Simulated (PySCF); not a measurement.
BH4SSi+: where a starting geometry ends

The starting geometry of this gas-phase singlet was optimised with GFN2-xTB; its bonds are those of `B=[S+][SiH3]`.

```csv
atom,x (Å),y (Å),z (Å)
B,-1.8082,-0.5918,-1.4142
S,-0.8990,-0.1114,-0.1813
Si,-0.8649,-1.1220,2.0161
H,-2.3979,-0.8378,-2.3640
H,-1.8218,-0.2119,2.6347
H,0.5600,-0.8948,2.2163
H,-1.3216,-2.4638,1.6677
```

**Question.** Predict what becomes of its bonds when it is optimised with PBE0-D3(BJ)/pcseg-1.

**Answer.** New bonds form, giving a structure with H7 bridging B1 and Si3, given below by its coordinates. Distances that change by over a tenth: S2–Si3 (2.42 → 2.12 Å), Si3–H7 (1.46 → 1.69 Å). Contacts that close: B1–Si3 (3.60 → 2.18 Å), B1–H7 (3.64 → 1.33 Å).

The energy falls by 0.69 eV over 31 steps:

```json
{"step": "1", "E − E(last) (eV)": "0.694"}
{"step": "4", "E − E(last) (eV)": "0.497"}
{"step": "8", "E − E(last) (eV)": "0.430"}
{"step": "11", "E − E(last) (eV)": "0.416"}
{"step": "14", "E − E(last) (eV)": "0.408"}
{"step": "18", "E − E(last) (eV)": "0.286"}
{"step": "21", "E − E(last) (eV)": "0.138"}
{"step": "24", "E − E(last) (eV)": "0.004"}
{"step": "28", "E − E(last) (eV)": "0.000"}
{"step": "31", "E − E(last) (eV)": "0.000"}
```

Final geometry (Å):

```yaml
atoms:
  - { symbol: B, position_ang: [-1.5903, -0.9524, -0.4691] }
  - { symbol: S, position_ang: [-0.8563, 0.5857, -0.1308] }
  - { symbol: Si, position_ang: [-0.8730, -0.6820, 1.5683] }
  - { symbol: H, position_ang: [-2.0927, -1.5045, -1.3923] }
  - { symbol: H, position_ang: [-1.9275, -0.4590, 2.5776] }
  - { symbol: H, position_ang: [0.3719, -1.4063, 1.8935] }
  - { symbol: H, position_ang: [-1.6341, -1.8008, 0.5562] }
```

The end wasn't checked by frequencies. Run with PySCF 2.14.0, 89 s on 2 threads of Intel(R) Xeon(R) 6975P-C (Granite Rapids) (shared host).
